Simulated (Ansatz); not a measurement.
Ansatz (an electronic-structure program) input:

Ansatz 0.2 input:
```yaml
crystal:
  periodic: [false, false, false]
  atoms:
    - {symbol: C, position_ang: [0.01091998, 0.21658882, 0.95978002]}
    - {symbol: C, position_ang: [-0.00015083, 0.23216616, -0.35161891]}
    - {symbol: F, position_ang: [0.00546660, -0.79615711, 1.78204925]}
    - {symbol: F, position_ang: [0.00746909, 1.34330003, -1.06320299]}
    - {symbol: F, position_ang: [-0.02011512, -0.84631291, -1.12428700]}
basis:
  gaussian:
    orbitals: 6-31G*
magnetization: {spin_polarized: true, initial_magnetization: 1}
correlation: {method: ccsd_t, electrons: outside_noble_gas}
```

Problem. What final total energy does it print?

Solution. -374.68357 Eh (CCSD(T)/6-31G*).

It need not be the lowest isomer of its formula.

The determinant is spin-contaminated: <S^2> is 0.95 against 0.75 for a pure state.
